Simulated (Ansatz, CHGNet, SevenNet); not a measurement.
**SnS (Pnma, No. 62): equilibrium volume per atom by level of theory**

No measured value is used here.

```json
[
 {"level (code)": "CHGNet 0.3.0", "value (Å³/atom)": "25.74"},
 {"level (code)": "SevenNet-0", "value (Å³/atom)": "25.65"},
 {"level (code)": "SevenNet-l3i5", "value (Å³/atom)": "25.49"},
 {"level (code)": "LDA (Ansatz)", "value (Å³/atom)": "?"},
 {"level (code)": "PBE (Ansatz)", "value (Å³/atom)": "25.66"},
 {"level (code)": "PBEsol (Ansatz)", "value (Å³/atom)": "23.40"},
 {"level (code)": "PBEsol+SOC (Ansatz)", "value (Å³/atom)": "23.40"},
 {"level (code)": "PBE-D3(BJ) (Ansatz)", "value (Å³/atom)": "23.76"},
 {"level (code)": "PBE-D4 (Ansatz)", "value (Å³/atom)": "23.76"}
]
```

**Question.** Some entries are withheld; supply them.

**Answer.** 
- LDA (Ansatz, a program for electronic structure), value (Å³/atom): 22.71

CHGNet 0.3.0, SevenNet-0, SevenNet-l3i5, LDA, PBE, PBEsol, PBEsol+SOC, PBE-D3(BJ), PBE-D4: the relaxation could not lower the start's symmetry, so the cell can be a saddle point above a distorted one. LDA: LDA has no dispersion term either, though it tends to give short spacings of layers, chains or molecules. PBE, PBEsol, PBEsol+SOC: the cell comes from a level without a dispersion term, which matters for the spacing of layers, chains or molecules. PBE-D4: a distance lies near a switch of the dispersion term, which can move the cell. Cutoffs and k meshes differ between the levels. Ansatz's density-functional and Hartree–Fock values are scalar-relativistic unless marked +SOC, with PAW data made under PBE.

Machine-learned potentials (CHGNet 0.3.0, SevenNet-0, SevenNet-l3i5) are trained on DFT data: a solid inside that data is no test of them.
